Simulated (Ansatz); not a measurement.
Harmonic frequencies (cm⁻¹) at PBE0-D4/def2-TZVP from Ansatz: 80, 80, 326, 326, 509, 735, 735, 958, 958, 999, 1098, 1671, 2179, 2179, 2193.

(1) Which molecule is it?
A. `[NH2][Mg][Cl]`
B. `C[O][MgH]`
C. `[MgH][SH]`
D. `[MgH][O][SiH3]`

Results:

(1) D.
